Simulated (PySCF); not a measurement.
# C4H6S: the cost of one run

Computed with PySCF 2.14.0, with density-fitted response routines of our own, on a single molecule in the gas phase. Atoms count from 0, in the outputs and in this text.

## (1) The molecule as given

11 atoms, charge 0, multiplicity 1; geometry from: GFN2-xTB.

Bonds of the start (Å): S0–C1 1.76, C1–C2 1.50, C2–C3 1.49, C3–C4 1.49, C3–C1 1.49, C4–C1 1.50, S0–H5 1.34, C2–H6 1.08, C2–H7 1.08, C3–H8 1.07, C4–H9 1.09, C4–H10 1.08.

## (2) Relaxing the molecule at PBE0-D3(BJ)/def2-SVP

What the job is given:

```
{"job": {"xc": "PBE0", "basis": "def2-SVP", "d3": "d3bj", "grid": 1, "kind": "geom"}, "charge": 0, "multiplicity": 1}
S      0.274490     1.937211     1.058621
C      0.098832     0.345657     0.329280
C      1.022967    -0.453726    -0.543712
C     -0.345613    -0.091375    -1.022766
C     -1.097635    -0.550681     0.184620
H      0.706331     1.505397     2.247495
H      1.233334    -1.480337    -0.263697
H      1.863877     0.062998    -0.987790
H     -0.669751     0.427123    -1.898425
H     -1.008443    -1.583138     0.506131
H     -2.072963    -0.116457     0.364279
```

Launch:

```sh
$ OMP_NUM_THREADS=1 python probes_run.py task.json out
```

This one command runs all jobs of the session in turn.

**Question.** How long does this first job take on 1 thread of Arm Neoverse V1, shared host, and how much memory does it need?

About 24 s, with a peak of 0.44 GiB.
